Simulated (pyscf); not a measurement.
**Elimination: H₃C–CH(O⁻)–OH -> methane (CH₄) + O=CH–O⁻**

Gas phase, singlet surface, charge -1. Bonds broken: C1–C6, O7–H8. Bonds formed: C1–H8. Structures and frequencies: ωB97X-D3(BJ)/def2-SVPD in PySCF. Correlated levels are frozen-core, on RHF or UHF. ΔMP2 is the change of the MP2 total energy from the triple- to the quadruple-zeta basis.

Transition state (Å):

```xyz
9

C      0.1178    -0.5146     0.5868
O      0.9208     1.7171    -1.4745
H     -0.7167    -0.9252     1.2023
H      0.0657    -1.0191    -0.3986
H      1.0598    -0.8422     1.0768
C      0.6197     1.6878    -0.2946
O     -0.6180     2.1397     0.1440
H     -0.8264     1.3762     0.7223
H      1.3870     1.6827     0.4999
```

One imaginary mode, 422i cm⁻¹; descent along it reached the two sides named, in the forms told below.

```
bond   change  reactant side (Å)  saddle  product side
-----  ------  -----------------  ------  ------------
C1–C6  breaks              1.554   2.425           3.8
O7–H8  breaks              0.964   0.980         2.223
C1–H8   forms                2.6   2.118         1.104
```

Electronic energies relative to the reactant's lowest minimum found (eV):

```
level                               barrier  reaction energy  reverse barrier
----------------------------------  -------  ---------------  ---------------
ωB97X-D3(BJ)/def2-TZVPD                1.58            -1.07             2.65
PBE/def2-TZVPD                         1.36            -1.09             2.44
r²SCAN/def2-TZVPD                      1.44            -1.07             2.51
B3LYP-D3(BJ)/def2-TZVPD                1.40            -1.16             2.57
PBE0-D3(BJ)/def2-TZVPD                 1.50            -0.99             2.49
M06-2X/def2-TZVPD                      1.54            -0.99             2.53
ωB97M-D3(BJ)/def2-TZVPD                1.49            -1.08             2.57
HF/def2-TZVPD                          1.60            -1.46             3.06
MP2/def2-QZVPPD                        1.60            -0.98             2.58
CCSD/def2-TZVPPD                       1.61            -1.01             2.62
CCSD(T)/def2-TZVPPD                    1.55            -0.99             2.54
CCSD(T)/def2-TZVPPD + ΔMP2(QZVPPD)     1.55            -0.98             2.53
```

With CCSD(T)/def2-TZVPPD + ΔMP2(QZVPPD) energies and thermal terms (ideal gas, 1 atm, RRHO with modes under 100 cm⁻¹ raised to 100, one conformer, R ln 2 for chiral ones without a mode under 150 cm⁻¹), in eV:

| T (K) | ΔH‡ | ΔG‡ | ΔH | ΔG |
|---|---|---|---|---|
| 298 | 1.42 | 1.38 | -1.07 | -1.48 |
| 600 | 1.43 | 1.33 | -1.11 | -1.88 |
| 900 | 1.42 | 1.28 | -1.16 | -2.26 |
| 1200 | 1.41 | 1.23 | -1.21 | -2.62 |

On the reactant side the descent ends in a point that may be a rotor saddle (no frequency run), 0.29 eV over the lowest minimum found and 1.29 eV under the saddle at ωB97X-D3(BJ)/def2-TZVPD. This is the saddle that the search found; another between the same sides may lie lower. The CCSD(T) − MP2 part came from Ansatz, without density fitting, on the same reference.
